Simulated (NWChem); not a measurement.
The numbers come from NWChem runs, not from measurements. System: water (H$_{2}$O), charge 0, spin multiplicity 1, at a geometry optimised with PBE/def2-SVP. Level: CR-CCSD(T)/6-311G** (spherical d), 1 core orbitals frozen.

Job file:

```
start mol
memory heap 100 mb stack 700 mb global 1900 mb
geometry units angstroms nocenter noautoz
  O      0.000000     0.000000     0.122623
  H      0.757688     0.000000    -0.490493
  H     -0.757688     0.000000    -0.490493
  symmetry group C2v
end
basis spherical
  * library 6-311g**
end
scf
  rhf
  nopen 0
  maxiter 100
  thresh 1e-7
  semidirect memsize 60000000 filesize 0
end
tce
  freeze core 1
  cr-ccsd(t)
  2eorb
  2emet 13
  thresh 1e-6
  maxiter 100
  tilesize 24
end
task tce energy
```

NWChem printed:

```
             Northwest Computational Chemistry Package (NWChem) 7.3.0
             --------------------------------------------------------

                                NWChem Input Module
                                -------------------

 Scaling coordinates for geometry "geometry" by  1.889725989
 (inverse scale =  0.529177249)

 Turning off AUTOSYM since
 SYMMETRY directive was detected!

                             Geometry "geometry" -> ""
                             -------------------------

 Output coordinates in angstroms (scale by  1.889725989 to convert to a.u.)

  No.       Tag          Charge          X              Y              Z
 ---- ---------------- ---------- -------------- -------------- --------------
    1 O                    8.0000     0.00000000     0.00000000     0.12262300
    2 H                    1.0000     0.75768800     0.00000000    -0.49049300
    3 H                    1.0000    -0.75768800     0.00000000    -0.49049300

 Effective nuclear repulsion energy (a.u.)       9.0359850017

            Nuclear Dipole moment (a.u.)
            ----------------------------
        X                 Y               Z
 ---------------- ---------------- ----------------
     0.0000000000     0.0000000000    -0.0000037795

      Symmetry information
      --------------------

 Group name             C2v
 Group number             16
 Group order               4
 No. of unique centers     2

      Symmetry unique atoms

     1    2


 Summary of "ao basis" -> "" (spherical)
 ------------------------------------------------------------------------------
       Tag                 Description            Shells   Functions and Types
 ---------------- ------------------------------  ------  ---------------------
 *                          6-311g**                  on all atoms

 Summary of "ao basis" -> "ao basis" (spherical)
 ------------------------------------------------------------------------------
       Tag                 Description            Shells   Functions and Types
 ---------------- ------------------------------  ------  ---------------------
 O                          6-311g**                 8       18   4s3p1d
 H                          6-311g**                 4        6   3s1p

                                 NWChem SCF Module
                                 -----------------

  ao basis        = "ao basis"
  functions       =    30
  atoms           =     3
  closed shells   =     5
  open shells     =     0
  charge          =   0.00
  wavefunction    = RHF
  use symmetry    = T
  symmetry adapt  = T

 Summary of "ao basis" -> "ao basis" (spherical)
 ------------------------------------------------------------------------------
       Tag                 Description            Shells   Functions and Types
 ---------------- ------------------------------  ------  ---------------------
 O                          6-311g**                 8       18   4s3p1d
 H                          6-311g**                 4        6   3s1p

      Symmetry analysis of basis
      --------------------------

        a1         14
        a2          2
        b1          9
        b2          5

 Forming initial guess at       0.1s

      Superposition of Atomic Density Guess
      -------------------------------------

 Sum of atomic energies:         -75.77574266

      Non-variational initial energy
      ------------------------------

 Total energy =     -75.907774
 1-e energy   =    -121.520040
[...]
    10      0.826125  1 O  s                 13     -0.220967  1 O  pz

 Vector    7  Occ=0.000000D+00  E= 2.153497D-01  Symmetry=b1
              MO Center=  4.6D-16,  4.5D-32, -6.3D-01, r^2= 4.4D+00
   Bfn.  Coefficient  Atom+Function         Bfn.  Coefficient  Atom+Function
  ----- ------------  ---------------      ----- ------------  ---------------
    21      1.545582  2 H  s                 27     -1.545582  3 H  s
    11     -0.508532  1 O  px

 Vector    8  Occ=0.000000D+00  E= 5.533423D-01  Symmetry=b1
              MO Center=  2.4D-17,  3.9D-32, -1.2D-01, r^2= 2.1D+00
   Bfn.  Coefficient  Atom+Function         Bfn.  Coefficient  Atom+Function
  ----- ------------  ---------------      ----- ------------  ---------------
    20      1.393166  2 H  s                 26     -1.393166  3 H  s
    11     -1.022841  1 O  px                21     -0.788879  2 H  s
    27      0.788879  3 H  s                  7     -0.181512  1 O  px

 center of mass
 --------------
 x =   0.00000000 y =   0.00000000 z =   0.10205689

 moments of inertia (a.u.)
 ------------------
           2.402993953979           0.000000000000           0.000000000000
           0.000000000000           6.535310789581           0.000000000000
           0.000000000000           0.000000000000           4.132316835602

  Mulliken analysis of the total density
  --------------------------------------

    Atom       Charge   Shell Charges
 -----------   ------   -------------------------------------------------------
    1 O    8     8.49   1.08  0.91  0.93  0.99  2.06  0.81  1.70  0.01
    2 H    1     0.75   0.26  0.39  0.03  0.07
    3 H    1     0.75   0.26  0.39  0.03  0.07

       Multipole analysis of the density wrt the origin
       ------------------------------------------------

     L   x y z        total         open         nuclear
     -   - - -        -----         ----         -------
     0   0 0 0     -0.000000      0.000000     10.000000

     1   1 0 0     -0.000000      0.000000      0.000000
     1   0 1 0     -0.000000      0.000000      0.000000
     1   0 0 1     -0.872267      0.000000     -0.000004

     2   2 0 0     -3.135626      0.000000      4.100233
     2   1 1 0      0.000000      0.000000      0.000000
     2   1 0 1      0.000000      0.000000      0.000000
     2   0 2 0     -5.359699      0.000000      0.000000
     2   0 1 1      0.000000      0.000000      0.000000
     2   0 0 2     -4.413085      0.000000      2.147845

                   NWChem Extensible Many-Electron Theory Module
                   ---------------------------------------------


            General Information
            -------------------
      Number of processors :     1
         Wavefunction type : Restricted Hartree-Fock
          No. of electrons :    10
           Alpha electrons :     5
            Beta electrons :     5
           No. of orbitals :    60
            Alpha orbitals :    30
             Beta orbitals :    30
        Alpha frozen cores :     1
         Beta frozen cores :     1
     Alpha frozen virtuals :     0
      Beta frozen virtuals :     0
         Spin multiplicity : singlet
    Number of AO functions :    30
       Number of AO shells :    16
        Use of symmetry is : on
      Symmetry adaption is : on
         Schwarz screening : 0.10D-09

          Correlation Information
          -----------------------
          Calculation type : Coupled-cluster singles & doubles w/ perturbation
   Perturbative correction : Completely renormalized (T)
            Max iterations :      100
        Residual threshold : 0.10D-05
     T(0) DIIS level shift : 0.00D+00
     L(0) DIIS level shift : 0.00D+00
     T(1) DIIS level shift : 0.00D+00
     L(1) DIIS level shift : 0.00D+00
     T(R) DIIS level shift : 0.00D+00
     T(I) DIIS level shift : 0.00D+00
   CC-T/L Amplitude update :  5-th order DIIS
                I/O scheme : Global Array Library
        L-threshold :  0.10D-05
        EOM-threshold :  0.10D-05
 no EOMCCSD initial starts read in
 TCE RESTART OPTIONS
 SLICE:      F
 D4D5:       F
 quantumc:   F
 qrotation:  F
 pwtce:      F
 qducc:      F
 nacto:                         0
 nrotv:                         0
 nrot:                          0

            Memory Information
            ------------------
          Available GA space size is     249035900 doubles
          Available MA space size is     104855740 doubles

 Maximum block size supplied by input
 Maximum block size        24 doubles

 tile_dim =     11

 -------------------------------------------------

 Global array virtual files algorithm will be used

 Parallel file system coherency ......... OK

 4-electron integrals stored in orbital form

 v2    file size   =            59929
 4-index algorithm nr.  13 is used
 imaxsize =       30
 imaxsize ichop =        0


CCSD iterations
 ---------------------------------------------------------
 Iter          Residuum       Correlation     Cpu    Wall
 ---------------------------------------------------------
    1   0.1152642676710  -0.2188579001613     0.3     0.3
    2   0.0308147411380  -0.2220682651632     0.2     0.2
    3   0.0111216947667  -0.2252333872528     0.2     0.2
    4   0.0045260246066  -0.2258576003771     0.2     0.2
    5   0.0019190024916  -0.2261441409189     0.2     0.2
    6   0.0002165344487  -0.2263137554454     0.2     0.2
    7   0.0000956002663  -0.2263190614567     0.2     0.2
    8   0.0000391043752  -0.2263191770240     0.2     0.2
    9   0.0000219442271  -0.2263191715881     0.2     0.2
   10   0.0000114410030  -0.2263193206409     0.2     0.2
   11   0.0000018341907  -0.2263195481722     0.2     0.2
   12   0.0000007842633  -0.2263195101321     0.2     0.2
 -----------------------------------------------------------------
 Iterations converged
 CCSD correlation energy / hartree =        -0.226319510132105
 CCSD total energy / hartree       =       -76.270875490068448

 Singles contributions

 Doubles contributions
 CR-CCSD(T)

 CR-CCSD[T]  correction energy / hartree =        -0.004362530393675
 CR-CCSD[T] correlation energy / hartree =        -0.230682040525780
 CR-CCSD[T] total energy / hartree       =       -76.275238020462126
 CR-CCSD(T)  correction energy / hartree =        -0.004239207262163
 CR-CCSD(T) correlation energy / hartree =        -0.230558717394268
 CR-CCSD(T) total energy / hartree       =       -76.275114697330608

 Task  times  cpu:        4.3s     wall:        4.3s

 Total times  cpu:        4.4s     wall:        4.4s
```
